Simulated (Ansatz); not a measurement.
**r2SCAN0/aug-cc-pVDZ run of SiH2F2 (SMILES F[SiH2]F)**

Aim: the vertical electron affinity of SiH2F2 at r2SCAN0/aug-cc-pVDZ, from 2 runs. 

Program for the calculation: Ansatz 0.2.0.

53 further runs of the same task are left out: 53 set aside as unsound or not needed.

## Step 1: The structure to begin with

The species is SiH2F2 (5 atoms), meant as a singlet with charge 0. As SMILES, `F[SiH2]F`. The shape is that of a PBE0-D4/def2-TZVP optimisation.

Bond lengths: F1–Si2 1.586 Å, Si2–F3 1.586 Å, Si2–H4 1.474 Å, Si2–H5 1.474 Å. Angles: F1–Si2–F3 108.0°, F1–Si2–H4 108.5°, F1–Si2–H5 108.5°, F3–Si2–H4 108.5°, F3–Si2–H5 108.5°, H4–Si2–H5 114.6°.

## Step 2: The energy at r2SCAN0/aug-cc-pVDZ

The input, in.yaml:

```yaml
crystal:
  periodic: [false, false, false]
  atoms:
    - symbol: F
      position_ang: [-1.079010, 0.538200, 0.980720]
    - symbol: Si
      position_ang: [-0.005220, -0.000540, -0.054090]
    - symbol: F
      position_ang: [1.247630, -0.520590, 0.766910]
    - symbol: H
      position_ang: [-0.590470, -1.138740, -0.786300]
    - symbol: H
      position_ang: [0.427070, 1.121680, -0.907250]
basis:
  gaussian:
    orbitals: aug-cc-pVDZ
output:
  orbitals: {seedname: orbitals}
hamiltonian:
  xc: {name: r2SCAN0}
accuracy: high
```

On the command line:

```
ansatz run in.yaml --threads 1 --pin off --max-ram 3480MiB --events-out events.jsonl --progress --plain --runs-dir runs
```

What it wrote:

```text
Warning: RAYON_NUM_THREADS=1 ignored (pool sized by the plan → 1); use --threads N
Functional definition: r2SCAN0
  name "r2SCAN0"
  parameter a = 0.25
  parameter k0 = 0.174
  parameter k1 = 0.065
  parameter a1 = 4.9479
  exchange = (1 - a)*r2scan_x(k0 = k0, k1 = k1, a1 = a1) + a*exact_x
  correlation = r2scan_c
1837 factors; integrals over basis functions are off by at most 3.7e-9 eV
mean field evaluation 1: about -13341.4162 eV, gradient 3.9e1 eV
mean field evaluation 2: about -13339.3877 eV, gradient 5.4e1 eV
mean field evaluation 4: about -13343.6225 eV, gradient 2.0e-1 eV
mean field evaluation 8: about -13343.6945 eV, gradient 2.3e-2 eV
mean field evaluation 16: about -13343.6946 eV, gradient 4.8e-6 eV
mean field -13343.69455151 eV, -490.3717300870 hartree, gradient 3.4e-8 eV, S^2 0.000000; 0 other end points of the search recorded, 0 dependent functions left out
reference -13343.69455267 eV, -490.3717301294 hartree; 17, 17 occupied and 74, 74 virtual orbitals, 1837 factors
Total energy: -13343.69455267 eV, -490.3717301294 hartree
```

It took 5.4 s on 1 thread of Intel Xeon 6975P-C (Granite Rapids), shared host; peak memory 0.33 GiB.

## Step 3: The doublet anion at the same level

The input, molecule.yaml:

```yaml
crystal:
  periodic: [false, false, false]
  atoms:
    - {symbol: F, position_ang: [-1.079010, 0.538200, 0.980720]}
    - {symbol: Si, position_ang: [-0.005220, -0.000540, -0.054090]}
    - {symbol: F, position_ang: [1.247630, -0.520590, 0.766910]}
    - {symbol: H, position_ang: [-0.590470, -1.138740, -0.786300]}
    - {symbol: H, position_ang: [0.427070, 1.121680, -0.907250]}
basis:
  gaussian:
    orbitals: aug-cc-pVDZ
total_charge: -1
magnetization:
  spin_polarized: true
  initial_magnetization: 1
hamiltonian:
  xc: {name: r2SCAN0}
accuracy: high
output: {orbitals: {seedname: orbitals}}
```

On the command line:

```
ansatz run molecule.yaml --threads 1 --pin off --max-ram 3480MiB --events-out events.jsonl --progress --plain --runs-dir runs
```

What it wrote, shortened:

```text
Warning: RAYON_NUM_THREADS=1 ignored (pool sized by the plan → 1); use --threads N
[... 2 set-up lines as earlier in the session ...]
[...]
1837 factors; integrals over basis functions are off by at most 3.7e-9 eV
[...]
mean field -13342.84377464 eV, -490.3404646136 hartree, gradient 4.3e-8 eV, S^2 0.750299; 10 other end points of the search recorded, 0 dependent functions left out
reference -13342.84378884 eV, -490.3404651355 hartree; 18, 17 occupied and 73, 74 virtual orbitals, 1837 factors
Total energy: -13342.84378884 eV, -490.3404651355 hartree
```

Wall time 2.5 min (1 thread of Intel Xeon 6975P-C (Granite Rapids), shared host); peak memory 0.6 GiB.

## Step 4: Results

At r2SCAN0/aug-cc-pVDZ:

```
                                         quantity          value
                     singlet SiH2F2: total energy  -490.37173 Eh
                      singlet SiH2F2: HOMO energy      -10.14 eV
                      singlet SiH2F2: LUMO energy        0.27 eV
                    singlet SiH2F2: HOMO–LUMO gap       10.41 eV
                      doublet anion: total energy  -490.34047 Eh
doublet anion: HOMO energy (highest over α and β)        1.70 eV
 doublet anion: LUMO energy (lowest over α and β)        2.73 eV
                              doublet anion: ⟨S²⟩          0.750
vertical electron affinity (to the doublet anion)      -0.851 eV
```

**Reading.** The anion lies 0.85 eV (19.6 kcal/mol) above the neutral: the electron isn't bound at this level, and such a value depends on the basis. The HOMO (doublet anion) lies at positive energy, 1.70 eV; only total energies tell whether the electron is bound.
